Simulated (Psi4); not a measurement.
# SiH3SO (SMILES O[SiH2][S]) at UM06-L-D3(0)/6-311+G(d,p)

Aim: the electrostatic solvation energy at fixed shape (C-PCM, acetonitrile) of SiH3SO at UM06-L-D3(0)/6-311+G**, from 2 runs. 

Program for the calculation: Psi4 1.11.

2 further runs of the same task are left out: 2 set aside as unsound or not needed.

### Step 1. Starting point

SiH3SO has 6 atoms, charge 0, and is taken as a doublet. SMILES: `O[SiH2][S]`. The coordinates come from a PBE0-D4/def2-TZVP relaxation. This is one conformer, not always the lowest.

Bond lengths: O1–Si2 1.639 Å, Si2–S3 2.114 Å, O1–H4 0.959 Å, Si2–H5 1.491 Å, Si2–H6 1.479 Å. Angles: O1–Si2–S3 115.7°, O1–Si2–H5 112.5°, O1–Si2–H6 104.9°, S3–Si2–H5 101.6°, S3–Si2–H6 110.7°, Si2–O1–H4 117.8°, H5–Si2–H6 111.7°.

### Step 2. The energy at UM06-L-D3(0)/6-311+G(d,p)

Contents of input.json:

```json
{
  "schema_name": "qcschema_input",
  "schema_version": 1,
  "molecule": {
    "schema_name": "qcschema_molecule",
    "schema_version": 2,
    "symbols": ["O", "Si", "S", "H", "H", "H"],
    "geometry": [-0.95657936, -2.36744889, 0.13530439, 0.50512379, 0.35640235, 0.33561536, -1.63140056, 3.55098436, -0.75607942, -1.83360126, -2.7448272, -1.40444446, 2.70986726, 0.52609975, -1.40992466, 1.2861476, 0.55784715, 3.01203447],
    "molecular_charge": 0,
    "molecular_multiplicity": 2,
    "fix_symmetry": "c1"
  },
  "driver": "energy",
  "model": {
    "method": "m06-l-d3",
    "basis": "6-311+G**"
  },
  "keywords": {
    "reference": "uks",
    "scf_type": "direct"
  }
}
```

Launch:

```bash
$ psi4 --qcschema input.json -n 1 --memory 1600MB
```

stdout:

```text
[...]
  Running in c1 symmetry.
[...]
  Nuclear repulsion =  143.416104003592295
[...]
  Multiplicity = 2
[...]
  Nalpha       = 21
  Nbeta        = 20
[...]
    Number of basis functions: 100
[...]
   @DF-UKS iter   1:  -764.51210139051886   -2.40750e-01   8.65684e-03 DIIS/ADIIS
[...]
   @UKS iter  14:  -764.75762761842202   -7.03380e-09   2.69690e-07 DIIS
[...]
   @S^2 Observed:                7.546484403E-01
[...]
    Orbital Energies [Eh]
    ---------------------
    Alpha Occupied:
       1A    -88.550707     2A    -65.870344     3A    -18.983894
       4A     -7.906158     5A     -5.824977     6A     -5.813399
       7A     -5.807283     8A     -5.282655     9A     -3.593361
      10A     -3.592033    11A     -3.590473    12A     -1.001648
      13A     -0.697249    14A     -0.540264    15A     -0.443851
      16A     -0.371174    17A     -0.359074    18A     -0.322135
      19A     -0.294710    20A     -0.277404    21A     -0.256462
    Alpha Virtual:
      22A     -0.014039    23A      0.010527    24A      0.017622
      25A      0.030797    26A      0.043468    27A      0.052859
[...]
  @UKS Final Energy:  -764.75762761842202
   => Energetics <=
    Nuclear Repulsion Energy =            143.4161040035922952
    One-Electron Energy =               -1342.3029534710210555
    Two-Electron Energy =                 490.5313959477726939
    DFT Exchange-Correlation Energy =     -56.4021595312372312
    Empirical Dispersion Energy =          -0.0000145675286026
    VV10 Nonlocal Energy =                  0.0000000000000000
    Total Energy =                       -764.7576276184220205
[...]
 Multipole Moments:
 ------------------------------------------------------------------------------------
     Multipole            Electronic (a.u.)      Nuclear  (a.u.)        Total (a.u.)
 ------------------------------------------------------------------------------------
 L = 1.  Multiply by 2.5417464519 to convert [e a0] to [Debye]
 Dipole X            :         -1.9454031            2.0354972            0.0900941
 Dipole Y            :          2.1627205           -2.3884804           -0.2257599
 Dipole Z            :         -0.6977161            0.3302123           -0.3675037
 Magnitude           :                                                    0.4406172
[...]
```

The result, in JSON:

```text
{
 "driver": "energy",
 "model": {
  "method": "m06-l-d3",
  "basis": "6-311+G**"
 },
 "success": true,
 "return_result": -764.757627618422,
 "properties": {
  "calcinfo_nbasis": 100,
  "calcinfo_nmo": 100,
  "calcinfo_nalpha": 21,
  "calcinfo_nbeta": 20,
  "calcinfo_natom": 6,
  "nuclear_repulsion_energy": 143.4161040035923,
  "return_energy": -764.757627618422,
  "scf_one_electron_energy": -1342.302953471021,
  "scf_two_electron_energy": 490.5313959477727,
  "scf_xc_energy": -56.40215953123723,
  "scf_dispersion_correction_energy": -1.4567528602586419e-05,
  "scf_dipole_moment": [0.09009413287154544, -0.22575988380027967, -0.3675037492697645],
  "scf_total_energy": -764.757627618422,
  "scf_iterations": 14
 }
}
```

It took 30 s on 1 thread of AMD EPYC 7R43 (Zen 3), shared host; peak memory 0.99 GiB.

### Step 3. A single-point energy at UM06-L-D3(0)/6-311+G(d,p) (C-PCM acetonitrile)

Contents of h3ossi.sdf:

```

     RDKit          3D

  6  5  0  0  0  0  0  0  0  0999 V2000
   -0.5062   -1.2528    0.0716 O   0  0  0  0  0  0  0  0  0  0  0  0
    0.2673    0.1886    0.1776 Si  0  0  0  0  0  4  0  0  0  0  0  0
   -0.8633    1.8791   -0.4001 S   0  0  0  0  0  1  0  0  0  0  0  0
   -0.9703   -1.4525   -0.7432 H   0  0  0  0  0  0  0  0  0  0  0  0
    1.4340    0.2784   -0.7461 H   0  0  0  0  0  0  0  0  0  0  0  0
    0.6806    0.2952    1.5939 H   0  0  0  0  0  0  0  0  0  0  0  0
  2  1  1  0
  3  2  1  0
  4  1  1  0
  5  2  1  0
  6  2  1  0
M  RAD  1   3   2
M  END
$$$$
```

Contents of calc.py:

```python
import psi4
from rdkit import Chem

psi4.set_memory(1600000000)
psi4.set_num_threads(1)
psi4.core.set_output_file('output.dat', False)

rd = Chem.SDMolSupplier('h3ossi.sdf', removeHs=False, sanitize=False)[0]
xyz = rd.GetConformer().GetPositions()
atoms = '\n'.join(f'{a.GetSymbol()} {x:.4f} {y:.4f} {z:.4f}' for a, (x, y, z) in zip(rd.GetAtoms(), xyz))
molecule = psi4.geometry('0 2\n' + atoms + '\nsymmetry c1')

psi4.set_options(dict(basis='6-311+G**', reference='uks', scf_type='direct', pcm=True))
psi4.pcm_helper("""
  Units = Angstrom
  Medium {
    SolverType = CPCM
    Solvent = Acetonitrile
  }
  Cavity {
    Type = GePol
    RadiiSet = Bondi
    Scaling = True
    Area = 0.4
    Mode = Implicit
  }
""")

result, w = psi4.energy('m06-l-d3', return_wfn=True)
print(f'total energy {result:.8f} hartree = {result * 27.211386:.5f} eV')
```

Launch:

```bash
$ python calc.py
```

output.dat:

```text
[...]
  Running in c1 symmetry.
[...]
  Nuclear repulsion =  143.416103855826407
[...]
  Multiplicity = 2
[...]
  Nalpha       = 21
  Nbeta        = 20
[...]
    Number of basis functions: 100
[...]
   @DF-UKS iter   1:  -764.52326666132660   -2.51096e-01   8.61084e-03 ADIIS/DIIS
[...]
   @UKS iter  14:  -764.76412836012639   -6.84656e-09   2.41233e-07 DIIS
[...]
   @S^2 Observed:                7.546330330E-01
[...]
    Orbital Energies [Eh]
    ---------------------
    Alpha Occupied:
       1A    -88.549249     2A    -65.867045     3A    -18.979872
       4A     -7.904809     5A     -5.823556     6A     -5.812015
       7A     -5.806020     8A     -5.279263     9A     -3.590046
      10A     -3.588633    11A     -3.587029    12A     -0.997250
      13A     -0.695547    14A     -0.535077    15A     -0.439135
      16A     -0.368198    17A     -0.356550    18A     -0.320728
      19A     -0.292927    20A     -0.274191    21A     -0.256734
    Alpha Virtual:
      22A     -0.004909    23A      0.011970    24A      0.021112
      25A      0.035651    26A      0.047193    27A      0.054853
[...]
  @UKS Final Energy:  -764.76412836012639
   => Energetics <=
    Nuclear Repulsion Energy =            143.4161038558264067
    One-Electron Energy =               -1342.2860607490965776
    Two-Electron Energy =                 490.5154162869280299
    DFT Exchange-Correlation Energy =     -56.4023917302230586
    Empirical Dispersion Energy =          -0.0000145675286452
    VV10 Nonlocal Energy =                  0.0000000000000000
    PCM Polarization Energy =              -0.0071814560325383
    Total Energy =                       -764.7641283601263922
[...]
 Multipole Moments:
 ------------------------------------------------------------------------------------
     Multipole            Electronic (a.u.)      Nuclear  (a.u.)        Total (a.u.)
 ------------------------------------------------------------------------------------
 L = 1.  Multiply by 2.5417464519 to convert [e a0] to [Debye]
 Dipole X            :         -1.9000312            2.0354972            0.1354660
 Dipole Y            :          2.0902106           -2.3884804           -0.2982698
 Dipole Z            :         -0.7789960            0.3302123           -0.4487837
 Magnitude           :                                                    0.5556282
[...]
```

The script printed:

```text
total energy -764.76412836 hartree = -20810.29190 eV
```

It took 37 s on 1 thread of AMD EPYC 7R43 (Zen 3), shared host; peak memory 1 GiB.

### Step 4. Outcome

Level: UM06-L-D3(0)/6-311+G**.

| quantity | value |
| --- | --- |
| gas phase: total energy | -764.75763 Eh |
| gas phase: dipole moment | 1.12 D |
| gas phase: HOMO energy (highest over α and β) | -6.38 eV |
| gas phase: LUMO energy (lowest over α and β) | -5.55 eV |
| gas phase: dispersion energy | -0.04 kJ/mol |
| gas phase: ⟨S²⟩ | 0.755 |
| C-PCM, acetonitrile: total energy | -764.76413 Eh |
| C-PCM, acetonitrile: dipole moment | 1.41 D |
| C-PCM, acetonitrile: HOMO energy (highest over α and β) | -6.39 eV |
| C-PCM, acetonitrile: LUMO energy (lowest over α and β) | -5.48 eV |
| C-PCM, acetonitrile: dispersion energy | -0.04 kJ/mol |
| C-PCM, acetonitrile: solvent term in the energy | -18.9 kJ/mol |
| C-PCM, acetonitrile: ⟨S²⟩ | 0.755 |
| energy change from gas to solvent at fixed shape | -0.177 eV |

What this shows: The solvent model (C-PCM, acetonitrile) lowers the energy by 0.18 eV (−17.1 kJ/mol) at the same shape. It holds the electrostatic part alone, without cavity or dispersion terms.
